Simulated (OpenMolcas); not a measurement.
**A workflow on BHF2 (SMILES FBF)**

Aim: a single-point energy (HF/ANO-R0), then a single-point energy (CASSCF(2,2)/ANO-R1), then an energy scan (CASPT2(2,2)/ANO-R1), then an energy scan (SC-NEVPT2(2,2)/ANO-R1), then an energy scan (MC-PDFT[tPBE](2,2)/ANO-R1) of BHF2. 

The calculation is run with OpenMolcas 26.06.

### Step 1. The molecule

The species is BHF2 (4 atoms), meant as a singlet with charge 0. SMILES: `FBF`. The shape is that of a PBE0-D4/def2-TZVP optimisation.

Bond lengths: F1–B2 1.313 Å, B2–F3 1.313 Å, B2–H4 1.191 Å. Angles: F1–B2–F3 118.1°, F1–B2–H4 121.0°, F3–B2–H4 121.0°.

### Step 2. The energy at HF/ANO-R0 (sfX2C) (run 1)

input.xyz

```xyz
4

F      1.154300     0.456900    -0.361900
B     -0.001900    -0.031000     0.025200
F     -1.095400     0.528700    -0.438900
H     -0.057000    -0.954600     0.775600
```

step1.input

```
&GATEWAY
  COORD=input.xyz
  BASIS=ANO-R0
  GROUP=NoSym

&SEWARD

&SCF
  PRORBITALS=0

&LOCALISATION
  OCCUPIED
  FREEZE
  PIPEK-MEZEY

&LOCALISATION
  FILEORB=$Project.LocOrb
  VIRTUAL
  PIPEK-MEZEY
```

Run with:

```
$ export MOLCAS_MEM=1860
$ pymolcas step1.input > step1.log
```

Standard output:

```text
--- Start Module: gateway ---
[...]
--- Stop Module: gateway /rc=_RC_ALL_IS_WELL_ ---
[...]
      Basis functions           16
[...]
       Convergence after   9 Iterations
[...]
::    Total SCF energy                               -224.0891315068
[...]
      Total spin, S                                     0.0000000000
[...]
      Total electronic charge=   24.000000
      Total            charge=   -0.000000
[...]
      Dipole Moment (debye):
      Origin of the operator (angstrom)=    0.0208    0.3483   -0.2830
                   X=  1.3935E-02               Y=  2.3892E-01               Z= -1.9409E-01           Total=  3.0814E-01
      Quadrupole Moment (debye*angstrom):
[...]
--- Start Module: localisation ---
[...]
--- Stop Module: localisation /rc=_RC_ALL_IS_WELL_ ---
--- Start Module: localisation ---
[...]
--- Stop Module: localisation /rc=_RC_ALL_IS_WELL_ ---
[...]
```

Wall time 1.9 s (1 thread of Intel Xeon 6975P-C (Granite Rapids), shared host); peak memory 0.37 GiB.

### Step 3. The energy at CASSCF(2,2)/ANO-R1 (sfX2C) (run 2)

input.xyz is that of step 2.

step2.inp

```
* BF2H CASSCF

&GATEWAY
  Coord = input.xyz
  Basis = ANO-R0
  Group = NoSym

&SEWARD

&RASSCF
  FileOrb = $CurrDir/step1.LocOrb
  Alter = 2
  1 6 12
  1 13 15
  Spin = 1
  Nactel = 2 0 0
  Inactive = 11
  Ras2 = 2
  OrbListing = Nothing
>>> COPY $Project.RunFile RUNFIL1
>>> COPY $Project.RasOrb INPORB

&GATEWAY
  Coord = input.xyz
  Basis = ANO-R1
  Group = NoSym

&SEWARD
>>> COPY $Project.RunFile RUNFIL2

&EXPBAS

&RASSCF
  FileOrb = $Project.ExpOrb
  Spin = 1
  Nactel = 2 0 0
  Inactive = 11
  Ras2 = 2
  OrbListing = Nothing
  OrbAppear = Compact
```

Run with:

```
$ export MOLCAS_MEM=1860
$ pymolcas step2.inp > step2.log
```

Standard output:

```text
--- Start Module: gateway ---
[...]
      Basis functions           16
[...]
      Number of active orbitals                  2
[...]
      Spin quantum number                      0.0
[...]
      Active orbitals                            2
[...]
      Number of CSFs                             3
[...]
      Number of root(s) required                 1
[...]
      Convergence after 11 iterations
[...]
      printout of CI-coefficients larger than  0.05 for root  1
      energy=    -224.101550
      conf/sym  11     Coeff  Weight
             1  20   0.99685 0.99371
             3  02  -0.07933 0.00629
      Natural orbitals and occupation numbers for root  1
      sym 1:   1.987412   0.012588
      ************************************************************************************************************************
      *                                                    Final results                                                     *
[...]
::    RASSCF root number  1 Total energy:   -224.10155018
[...]
      Basis functions           47
[...]
      Convergence after 19 iterations
[...]
      Natural orbitals and occupation numbers for root  1
      sym 1:   1.988656   0.011344
      ************************************************************************************************************************
      *                                                    Final results                                                     *
[...]
::    RASSCF root number  1 Total energy:   -224.53561553
[...]
      Total electronic charge=   24.000000
      Total            charge=   -0.000000
[...]
      Dipole Moment (debye):
      Origin of the operator (angstrom)=    0.0208    0.3483   -0.2830
                   X=  4.7523E-03               Y= -8.3461E-01               Z=  6.7864E-01           Total=  1.0757E+00
      Quadrupole Moment (debye*angstrom):
[...]
```

It took 4.5 s on 1 thread of Intel Xeon 6975P-C (Granite Rapids), shared host; peak memory 0.38 GiB.

### Step 4. The energy along one coordinate at CASPT2(2,2)/ANO-R1 (sfX2C, ipea shift 0.25 Eh, pt2 variant SS) (run 3)

step3.input

```
>>> EXPORT MOLCAS_PRINT=2
>>> COPY $CurrDir/step2.RasOrb $Project.RasOrb
>>> ForEach K in (1, 2, 3, 4, 5, 6, 7, 8, 9)

&GATEWAY
  COORD = $CurrDir/point$K.xyz
  BASIS = ANO-R1
  GROUP = NoSym

&SEWARD

&RASSCF
  FILEORB = $Project.RasOrb
  SPIN = 1
  NACTEL = 2 0 0
  INACTIVE = 11
  RAS2 = 2
  ORBLISTING = Nothing
  ORBAPPEAR = Compact

&CASPT2
  IMAGINARY = 0.2
  FROZEN = 3
>>> EndDo
```

Run with:

```
$ export MOLCAS_MEM=1860
$ pymolcas step3.input > step3.log
```

Standard output:

```text
[...]
      Basis functions           47
[...]
      Number of active orbitals                  2
[...]
      Spin quantum number                      0.0
[...]
      Active orbitals                            2
[...]
      Number of CSFs                             3
[...]
      Number of root(s) required                 1
[...]
      Convergence after 15 iterations
[...]
      printout of CI-coefficients larger than  0.05 for root  1
      energy=    -224.508400
      conf/sym  11     Coeff  Weight
             1  20   0.99814 0.99629
             3  02  -0.06088 0.00371
      Natural orbitals and occupation numbers for root  1
      sym 1:   1.992587   0.007413
      ************************************************************************************************************************
      *                                                    Final results                                                     *
[...]
::    RASSCF root number  1 Total energy:   -224.50840046
[...]
::    CASPT2 Root  1     Total energy:   -224.95806584
[...]
      Convergence after 14 iterations
[...]
      Natural orbitals and occupation numbers for root  1
      sym 1:   1.988666   0.011334
      ************************************************************************************************************************
      *                                                    Final results                                                     *
[...]
      Convergence after 16 iterations
[...]
      Convergence after 14 iterations
[...]
      Convergence after 10 iterations
[...]
::    RASSCF root number  1 Total energy:   -224.31179066
[...]
::    CASPT2 Root  1     Total energy:   -224.71233855
[...]
      Convergence after  9 iterations
[...]
::    RASSCF root number  1 Total energy:   -224.30662955
[...]
      Reference weight:           0.91557
[...]
::    CASPT2 Root  1     Total energy:   -224.70386788
[...]
```

It took 23 s on 1 thread of Intel Xeon 6975P-C (Granite Rapids), shared host; peak memory 0.38 GiB.

The scan, from its lowest point:

| B2–F1 (Å) | energy (kJ/mol) |
| --- | --- |
| 1.182 | 69.3 |
| 1.313 | 0.0 |
| 1.445 | 27.4 |
| 1.642 | 141.0 |
| 1.904 | 317.3 |
| 2.233 | 500.5 |
| 2.627 | 639.3 |
| 3.152 | 714.4 |
| 3.940 | 736.7 |

### Step 5. An energy scan at SC-NEVPT2(2,2)/ANO-R1 (sfX2C, pt2 variant SC-NEVPT2) (run 4)

step4.inp

```
* BF2H NEVPT2
>>> COPY $CurrDir/step2.RasOrb $Project.RasOrb
>>> ForEach K in (1, 2, 3, 4, 5, 6, 7, 8, 9)
&gateway
coord=$CurrDir/point$K.xyz
basis=ANO-R1
group=NoSym
&seward
&rasscf
fileorb=$Project.RasOrb
spin=1
nactel=2 0 0
inactive=11
ras2=2
orblisting=Nothing
orbappear=Compact
&caspt2
sc-nevpt2
frozen=3
>>> EndDo
```

Run with:

```
$ export MOLCAS_MEM=1860
$ pymolcas step4.inp > step4.log
```

Standard output:

```text
--- Start Module: gateway ---
[...]
      Basis functions           47
[...]
      Number of active orbitals                  2
[...]
      Spin quantum number                      0.0
[...]
      Active orbitals                            2
[...]
      Number of CSFs                             3
[...]
      Number of root(s) required                 1
[...]
      Convergence after 15 iterations
[...]
      printout of CI-coefficients larger than  0.05 for root  1
      energy=    -224.508400
      conf/sym  11     Coeff  Weight
             1  20   0.99814 0.99629
             3  02  -0.06088 0.00371
      Natural orbitals and occupation numbers for root  1
      sym 1:   1.992587   0.007413
      ************************************************************************************************************************
      *                                                    Final results                                                     *
[...]
::    RASSCF root number  1 Total energy:   -224.50840046
[...]
::    SC-NEVPT2 Root  1     Total energy:   -224.95593568
[...]
      Convergence after 14 iterations
[...]
      Natural orbitals and occupation numbers for root  1
      sym 1:   1.988666   0.011334
      ************************************************************************************************************************
      *                                                    Final results                                                     *
[...]
      Convergence after 16 iterations
[...]
      Convergence after 14 iterations
[...]
      Convergence after 10 iterations
[...]
::    RASSCF root number  1 Total energy:   -224.31179066
[...]
::    SC-NEVPT2 Root  1     Total energy:   -224.70804090
[...]
      Convergence after  9 iterations
[...]
::    RASSCF root number  1 Total energy:   -224.30662955
[...]
::    SC-NEVPT2 Root  1     Total energy:   -224.69983653
[...]
```

Wall time 24 s (1 thread of Intel Xeon 6975P-C (Granite Rapids), shared host); peak memory 0.38 GiB.

The scan, from its lowest point:

| B2–F1 (Å) | energy (kJ/mol) |
| --- | --- |
| 1.182 | 73.1 |
| 1.313 | 0.0 |
| 1.445 | 23.2 |
| 1.642 | 132.3 |
| 1.904 | 308.2 |
| 2.233 | 499.0 |
| 2.627 | 646.9 |
| 3.152 | 724.0 |
| 3.940 | 745.5 |

### Step 6. An energy scan at MC-PDFT[tPBE](2,2)/ANO-R1 (sfX2C) (run 5)

step5.inp

```
>>> COPY $CurrDir/step2.RasOrb $Project.RasOrb
>>> ForEach K in (1, 2, 3, 4, 5, 6, 7, 8, 9)
&GATEWAY
Coord = $CurrDir/point$K.xyz
Basis = ANO-R1
Group = NoSym
&SEWARD
&RASSCF
FileOrb = $Project.RasOrb
Spin = 1
Nactel = 2 0 0
Inactive = 11
Ras2 = 2
OrbListing = Nothing
OrbAppear = Compact
&MCPDFT
KSDFT = T:PBE
>>> EndDo
```

Run with:

```
$ export MOLCAS_MEM=1860
$ pymolcas step5.inp > step5.log
```

Standard output:

```text
--- Start Module: gateway ---
[...]
      Basis functions           47
[...]
      Number of active orbitals                  2
[...]
      Spin quantum number                      0.0
[...]
      Active orbitals                            2
[...]
      Number of CSFs                             3
[...]
      Number of root(s) required                 1
[...]
      Convergence after 15 iterations
[...]
      printout of CI-coefficients larger than  0.05 for root  1
      energy=    -224.508400
      conf/sym  11     Coeff  Weight
             1  20   0.99814 0.99629
             3  02  -0.06088 0.00371
      Natural orbitals and occupation numbers for root  1
      sym 1:   1.992587   0.007413
      ************************************************************************************************************************
      *                                                    Final results                                                     *
[...]
::    RASSCF root number  1 Total energy:   -224.50840046
[...]
::    MCPDFT root number  1 Total energy:   -225.20823365
[...]
      Convergence after 14 iterations
[...]
      Natural orbitals and occupation numbers for root  1
      sym 1:   1.988666   0.011334
      ************************************************************************************************************************
      *                                                    Final results                                                     *
[...]
      Convergence after 16 iterations
[...]
      Convergence after 14 iterations
[...]
      Convergence after 10 iterations
[...]
::    RASSCF root number  1 Total energy:   -224.31179066
[...]
::    MCPDFT root number  1 Total energy:   -224.96517962
[...]
      Convergence after  9 iterations
[...]
::    RASSCF root number  1 Total energy:   -224.30662955
[...]
::    MCPDFT root number  1 Total energy:   -224.95280644
[...]
```

Run time: 25 s. Hardware: 1 thread of Intel Xeon 6975P-C (Granite Rapids), shared host; peak memory 0.38 GiB.

The scan, from its lowest point:

| B2–F1 (Å) | energy (kJ/mol) |
| --- | --- |
| 1.182 | 71.7 |
| 1.313 | 0.0 |
| 1.445 | 20.8 |
| 1.642 | 119.6 |
| 1.904 | 275.5 |
| 2.233 | 447.2 |
| 2.627 | 604.8 |
| 3.152 | 709.8 |
| 3.940 | 742.3 |

### Step 7. Results

| quantity | value |
| --- | --- |
| run 1, HF/ANO-R0: total energy | -224.08913 Eh |
| run 1, HF/ANO-R0: dipole moment | 0.31 D |
| run 1, HF/ANO-R0: HOMO energy | -13.71 eV |
| run 1, HF/ANO-R0: LUMO energy | 3.69 eV |
| run 1, HF/ANO-R0: HOMO–LUMO gap | 17.40 eV |
| run 2, CASSCF(2,2)/ANO-R1: total energy | -224.53562 Eh |
| run 2, CASSCF(2,2)/ANO-R1: dipole moment (CASSCF density) | 1.08 D |
| run 3, CASPT2(2,2)/ANO-R1: lowest energy of the scan | -224.98445 Eh |
| run 4, SC-NEVPT2(2,2)/ANO-R1: lowest energy of the scan | -224.98380 Eh |
| run 5, MC-PDFT[tPBE](2,2)/ANO-R1: lowest energy of the scan | -225.23553 Eh |
